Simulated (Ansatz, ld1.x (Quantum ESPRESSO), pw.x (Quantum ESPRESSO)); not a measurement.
**Equation-of-state test of one TM potential (boron (B))**

ld1.x (Quantum ESPRESSO) 7.5 input, shortened:

```
&input
   title='B', zed=5., rel=1, dft='PBESOL', iswitch=3,
   config='[He] 2s2 2p1 3d-2'
 /
 &inputp
   pseudotype=2, tm=.true., lloc=0,
   nlcc=.true., rcore=0.75
 /
3
2P  2  1   1.00   0.00  3.25  3.25  0.0
3D  3  2  -2.00   0.05  2.50  2.50  0.0
2S  1  0   2.00   0.00  1.00  1.00  0.0
 &test
   configts(1)='2s2 2p1'
 /
```

Atomic tests: cutoffs needed: 55 Ry and 140 Ry (the cutoffs (Ry, on a coarse ladder) from which the occupation-weighted sum of valence levels, in a spherical-Bessel basis at the reference potential, stays within 10 and 1 mRy of its value at 400 Ry); ghost test: no extra level below or beside the all-electron valence levels (p, d, s, f tested) (spherical-Bessel basis up to 400 Ry, 20 bohr box); configuration tests: 1 of 7 tests not solved or not reliable.

Crystal test: fcc B in pw.x 7.5, no spin, 18³ k-points, Fermi–Dirac smearing 0.01 Ry, cutoffs 170/680 Ry. The reference is all-electron LAPW (Ansatz 0.2.0) with the same functional, mesh and smearing; V0 and B0 come from Birch–Murnaghan fits to the pressures at five volumes. Errors are pseudo minus all-electron; Δ is the rms difference of the E(V) curves that follow from these fits, minima aligned, over ±6 % about the mean V0. Mesh and smearing are coarse, so the numbers serve the comparison and aren't converged zero-temperature values; the lattice is a test structure that the element need not adopt.

All-electron: a0 = 2.856 Å (V0 = 5.83 Å³/atom), B0 = 278.7 GPa.

Task: How far does the potential miss the all-electron equation of state?

Result: mean pressure error (GPa): -42.24. The pressure does not cross zero within the volumes sampled, so no fit is given. The largest radius (3.25 bohr) exceeds half the bond length (1.91 bohr), so the spheres overlap, which is one possible source of error among others. This is a poor potential for the solid. Atomic configuration tests: 1 of 7 tests not solved or not reliable.

| V (Å³/atom) | P all-electron (GPa) | P pseudo (GPa) |
| --- | --- | --- |
| 5.544 | 15.12 | -37.49 |
| 5.690 | 6.84 | -39.95 |
| 5.836 | -0.51 | -42.16 |
| 5.982 | -7.04 | -44.13 |
| 6.128 | -12.83 | -45.89 |

Task: At the middle volume, how do free energy and pressure move when the wave cutoff is lowered (ecutrho kept at four times it)?

Result:

| cutoff (Ry) | shift of F (meV/atom) | shift of P (GPa) |
| --- | --- | --- |
| 76 | +22.3 | -1.19 |
| 102 | +16.9 | -0.22 |
| 136 | +5.2 | -0.61 |

The run at the middle volume (195 k-points, 6 iterations) took about 12 s on one core of a shared host (Neoverse-V2, 32 threads, 247 GiB, load 13).
